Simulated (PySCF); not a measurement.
Calculation: PBE-D3(BJ)/def2-TZVP // BP86-D3(BJ)/def2-SVP (PySCF 2.14.0). Isolated molecules, 0 K electronic values unless said otherwise. 

Reference species (SMILES): `N` (neutral, multiplicity 1).

- HOMO: -6.15 eV
- HOMO–LUMO gap: 6.28 eV

Changed species: `CO` (free base CH3OH; the reference has free base NH3).

Question: Predict the effect on the HOMO and HOMO–LUMO gap.

Answer: the HOMO falls by 0.04 eV, to -6.19 eV; the HOMO–LUMO gap increases by 0.06 eV, to 6.34 eV.
